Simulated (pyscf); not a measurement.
Thermochemistry of product channels of O=SiH–OH + F• on the doublet surface, in kcal/mol, from ωB97M-D3(BJ)/def2-TZVP energies (ideal gas, 1 atm, RRHO with modes under 100 cm⁻¹ raised to 100, one conformer, R ln 2 for rigid chiral ones). Optimised with ωB97X-D3(BJ)/def2-SVP in PySCF.

```csv
products,ΔE,ΔH(298 K),ΔG(600 K),ΔG(900 K)
O=Si(OH)–F + H•,-53.5,-56.4,-54.5,-54.0
OH• + O=SiH–F,-18.4,-20.2,-23.5,-24.9
HO–Si•(OH)–F,-111.5,-109.2,-94.3,-87.1
HO–SiH•–F + O [triplet],?,+28.9,+25.9,+24.2
[O=Si–OH]• + HF,-44.0,-43.6,-47.5,-49.4
O=SiH–F + O [triplet] + H•,+87.2,+81.0,+64.6,+56.0
O=Si: [singlet] + OH• + HF,+16.8,+15.1,-5.9,-16.2
•O–Si(=O)–F + H₂,?,-39.4,-40.2,-40.8
•O–SiH(OH)–F,-88.3,-87.8,-72.7,-65.3
```

Fill in the missing entries.


- HO–SiH•–F + O [triplet], ΔE: +29.9
- •O–Si(=O)–F + H₂, ΔE: -35.6

The channel to O=Si: [singlet] + OH• + HF turns favourable between 298 and 1200 K (ΔG from +4.7 kcal/mol to -26.2 kcal/mol).

These are energies of the channels, which say nothing of barriers. O=SiH–F lies 15.8 kcal/mol over its isomer HO–Si:–F [singlet], and others may lie lower still (electronic energy, ωB97M-D3(BJ)). Left out: orbital degeneracy and the spin-orbit lowering of F, OH, O.
